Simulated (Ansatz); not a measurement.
**[NH$_{2}$···H···S], triplet in cc-pVDZ: errors against UCCSDT(Q)**

Geometry: a point of a hydrogen-transfer path between rigid fragments, not a stationary point.

```yaml
atoms:
  - { symbol: N, position_ang: [-1.7929, -0.0116, -0.0181] }
  - { symbol: H, position_ang: [-2.0902, 0.9562, -0.0181] }
  - { symbol: H, position_ang: [-2.0902, -0.4139, 0.8622] }
  - { symbol: H, position_ang: [-0.7804, -0.0116, -0.0181] }
  - { symbol: S, position_ang: [0.9391, -0.0116, -0.0181] }
```

Basis cc-pVDZ; Ansatz 0.2.0. Correlated methods freeze the noble-gas cores, which leaves 14 electrons in 41 orbitals. R marks a restricted (for open shells ROHF) determinant, U an unrestricted one. Active spaces: pair = (4e, 4o) about the gap; valence = (14e, 11o) chosen from the atoms' valence shells.

Full CI isn't at hand for all of this; UCCSDT(Q) serves as the reference, and is uncertain by about the last step of the cluster series. The frozen core follows each run's orbitals, which can shift R against U totals by a few meV.

For open shells CISD is restricted-active-space CI with the open shells as a complete middle space.

```
UHF ⟨S²⟩                          : 2.013
T1 diagnostic (RCCSD)             : 0.0188
largest doubles amplitude (RCCSD) : 0.041
T1 diagnostic (UCCSD)             : 0.0134
```

| level | E − E(UCCSDT(Q)) (meV) | share of correlation (%) | wall time |
| --- | --- | --- | --- |
| RHF | 8905 | 0.00 | – |
| UHF | 8758 | 1.65 | – |
| RMP2 | 1096 | 87.69 | – |
| UMP2 | 1120 | 87.42 | – |
| CISD | 929 | 89.57 | 3.5 s |
| RCCSD | 207 | 97.68 | – |
| UCCSD | 203 | 97.72 | – |
| RCCSD(T) | 32 | 99.64 | 6.5 s |
| UCCSD(T) | 32 | 99.64 | 6.5 s |
| BCCD(T) | 32 | 99.64 | 7 s |
| RCCSDT | 15 | 99.83 | – |
| UCCSDT | 14 | 99.84 | – |
| RCCSDT(Q) | 1 | 99.99 | 50 s |
| CASSCF (valence space) | 6826 | 23.35 | – |
| NEVPT2 (valence space) | 1469 | 83.51 | 7.5 s |

The correlation energy at UCCSDT(Q), counted from RHF, is -8.905 eV. That run took 45 s on 1 thread of Arm Neoverse V2, shared host.

Run but not shown, since their state or frozen core can't be matched to the reference's or they repeat it: CASSCF (pair space), NEVPT2 (pair space), MRCISD (pair space), MRCISD+Q (pair space).

Times hold each run's SCF and search for its determinant on a shared host, so for small cases they say little of a method's own cost; they ran on 1 thread of Arm Neoverse V2.

Natural occupations of CASSCF (valence space) about the gap: 1.980 1.978 1.978 1.002 1.000 0.022 0.022 0.021; effectively unpaired electrons, Σ n²(2−n)², 2.01.
